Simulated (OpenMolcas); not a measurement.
**HF (hydrogen fluoride), step by step**

Aim: the energy (HF/ANO-L-MB), then the energy (CASSCF(8,5)/ANO-L-VDZP), then the energy (CASPT2(8,5)/ANO-L-VDZP) of HF (hydrogen fluoride). 

Program for the calculation: OpenMolcas 26.06.

## Step 1: Starting point

HF has 2 atoms, charge 0, and is taken as a singlet. SMILES: `F`. Geometry: relaxed at PBE0-D4/def2-TZVP.

Bond lengths: F1–H2 0.920 Å.

## Step 2: A single-point energy at HF/ANO-L-MB (run 1)

step1.inp

```
&GATEWAY
  Coord
  2
  bohr
  F     -0.73699319     0.27325440    -0.37114221
  H      0.73699319    -0.27325440     0.37114221
  Basis=ANO-L-MB
  Group=NoSym

&SEWARD

&SCF
  PrOrbitals=1 1
```

On the command line:

```console
$ export MOLCAS_MEM=1860
$ pymolcas step1.inp > step1.log
```

The program printed:

```text
--- Start Module: gateway ---
[...]
--- Stop Module: gateway /rc=_RC_ALL_IS_WELL_ ---
--- Start Module: seward ---
[...]
      Basis functions            6
--- Stop Module: seward /rc=_RC_ALL_IS_WELL_ ---
--- Start Module: scf ---
[...]
       Convergence after   6 Iterations
[...]
::    Total SCF energy                                -99.9840559134
[...]
      Total spin, S                                     0.0000000000
[...]
      Total electronic charge=   10.000000
      Total            charge=   -0.000000
[...]
      Dipole Moment (debye):
      Origin of the operator (angstrom)=   -0.3507    0.1300   -0.1766
                   X=  1.6529E+00               Y= -6.1283E-01               Z=  8.3237E-01           Total=  1.9495E+00
      Quadrupole Moment (debye*angstrom):
[...]
--- Stop Module: scf /rc=_RC_ALL_IS_WELL_ ---
[...]
```

Wall time 1.6 s (1 thread of Arm Neoverse V1, shared host); peak memory 0.37 GiB.

## Step 3: A single-point energy at CASSCF(8,5)/ANO-L-VDZP (RICD fitting) (run 2)

step2.inp

```
&GATEWAY
Coord
2
bohr
F     -0.73699319     0.27325440    -0.37114221
H      0.73699319    -0.27325440     0.37114221
Basis = ANO-L-MB
Group = NoSym
&SEWARD
&RASSCF
FileOrb = $CurrDir/step1.ScfOrb
Spin = 1
Nactel = 8 0 0
Inactive = 1
Ras2 = 5
OrbListing = Nothing
>>> COPY $Project.RunFile RUNFIL1
>>> COPY $Project.RasOrb INPORB
&GATEWAY
Coord
2
bohr
F     -0.73699319     0.27325440    -0.37114221
H      0.73699319    -0.27325440     0.37114221
Basis = ANO-L-VDZP
Group = NoSym
RICD
&SEWARD
>>> COPY $Project.RunFile RUNFIL2
&EXPBAS
&RASSCF
FileOrb = $Project.ExpOrb
Spin = 1
Nactel = 8 0 0
Inactive = 1
Ras2 = 5
OrbListing = Nothing
OrbAppear = Compact
```

On the command line:

```console
$ export MOLCAS_MEM=1860
$ pymolcas step2.inp > step2.log
```

The program printed:

```text
--- Start Module: gateway ---
[...]
--- Stop Module: gateway /rc=_RC_ALL_IS_WELL_ ---
[...]
      Basis functions            6
[...]
      Number of active orbitals                  5
[...]
      Spin quantum number                      0.0
[...]
      Active orbitals                            5
[...]
      Number of CSFs                            15
[...]
      Number of root(s) required                 1
[...]
      Convergence after  4 iterations
[...]
      printout of CI-coefficients larger than  0.05 for root  1
      energy=    -100.005148
      conf/sym  11111     Coeff  Weight
             1  22220  -0.99395 0.98795
            13  20222   0.10704 0.01146
      Natural orbitals and occupation numbers for root  1
      sym 1:   1.999666   1.977086   1.999571   1.999571   0.024107
      ************************************************************************************************************************
      *                                                    Final results                                                     *
[...]
::    RASSCF root number  1 Total energy:   -100.00514799
[...]
      Basis functions           19
[...]
--- Start Module: expbas ---
[...]
--- Stop Module: expbas /rc=_RC_ALL_IS_WELL_ ---
--- Start Module: rasscf ---
[...]
      Convergence after 10 iterations
[...]
      Natural orbitals and occupation numbers for root  1
      sym 1:   1.999783   1.979542   1.999731   1.999731   0.021213
      ************************************************************************************************************************
      *                                                    Final results                                                     *
[...]
::    RASSCF root number  1 Total energy:   -100.08115139
[...]
      Total electronic charge=   10.000000
      Total            charge=   -0.000000
[...]
      Dipole Moment (debye):
      Origin of the operator (angstrom)=   -0.3507    0.1300   -0.1766
                   X=  1.5253E+00               Y= -5.6552E-01               Z=  7.6810E-01           Total=  1.7989E+00
      Quadrupole Moment (debye*angstrom):
[...]
--- Stop Module: rasscf /rc=_RC_ALL_IS_WELL_ ---
[...]
```

Wall time 3.6 s (1 thread of Arm Neoverse V1, shared host); peak memory 0.37 GiB.

## Step 4: A single-point energy at CASPT2(8,5)/ANO-L-VDZP (RICD fitting, ipea shift 0.25 Eh, pt2 variant SS) (run 3)

step3.input

```
&gateway
  coord
  2
  bohr
  F     -0.73699319     0.27325440    -0.37114221
  H      0.73699319    -0.27325440     0.37114221
  basis=ANO-L-VDZP
  group=NoSym
  ricd

&seward

&rasscf
  fileorb=$CurrDir/step2.RasOrb
  spin=1
  nactel=8 0 0
  inactive=1
  ras2=5
  orblisting=Nothing
  orbappear=Compact

&caspt2
  imaginary=0.2
```

On the command line:

```console
$ export MOLCAS_MEM=1860
$ pymolcas step3.input > step3.log
```

The program printed:

```text
--- Start Module: gateway ---
[...]
--- Stop Module: gateway /rc=_RC_ALL_IS_WELL_ ---
[...]
      Basis functions           19
[...]
--- Start Module: rasscf ---
[...]
      Number of active orbitals                  5
[...]
      Spin quantum number                      0.0
[...]
      Active orbitals                            5
[...]
      Number of CSFs                            15
[...]
      Number of root(s) required                 1
[...]
      Convergence after  4 iterations
[...]
      printout of CI-coefficients larger than  0.05 for root  1
      energy=    -100.081151
      conf/sym  11111     Coeff  Weight
             1  22220  -0.99468 0.98939
            13  20222   0.10114 0.01023
      Natural orbitals and occupation numbers for root  1
      sym 1:   1.999783   1.979541   1.999731   1.999731   0.021214
      ************************************************************************************************************************
      *                                                    Final results                                                     *
[...]
::    RASSCF root number  1 Total energy:   -100.08115139
[...]
      Total electronic charge=   10.000000
      Total            charge=   -0.000000
[...]
      Dipole Moment (debye):
      Origin of the operator (angstrom)=   -0.3507    0.1300   -0.1766
                   X=  1.5252E+00               Y= -5.6551E-01               Z=  7.6810E-01           Total=  1.7989E+00
      Quadrupole Moment (debye*angstrom):
[...]
--- Stop Module: rasscf /rc=_RC_ALL_IS_WELL_ ---
--- Start Module: caspt2 ---
[...]
      E2 (Variational):          -0.1849120476
      Total energy:            -100.2660634355
[...]
      Reference weight:           0.95925
[...]
::    CASPT2 Root  1     Total energy:   -100.26606344
[...]
--- Stop Module: caspt2 /rc=_RC_ALL_IS_WELL_ ---
[...]
```

Wall time 1.9 s (1 thread of Arm Neoverse V1, shared host); peak memory 0.083 GiB.

## Step 5: What came out

| quantity | value |
| --- | --- |
| run 1, HF/ANO-L-MB: total energy | -99.98406 Eh |
| run 1, HF/ANO-L-MB: dipole moment | 1.95 D |
| run 1, HF/ANO-L-MB: HOMO energy | -17.77 eV |
| run 1, HF/ANO-L-MB: LUMO energy | 11.47 eV |
| run 1, HF/ANO-L-MB: HOMO–LUMO gap | 29.24 eV |
| run 2, CASSCF(8,5)/ANO-L-VDZP: total energy | -100.08115 Eh |
| run 2, CASSCF(8,5)/ANO-L-VDZP: dipole moment (CASSCF density) | 1.80 D |
| run 3, CASPT2(8,5)/ANO-L-VDZP: total energy | -100.26606 Eh |
| run 3, CASPT2(8,5)/ANO-L-VDZP: dipole moment (CASSCF density) | 1.80 D |
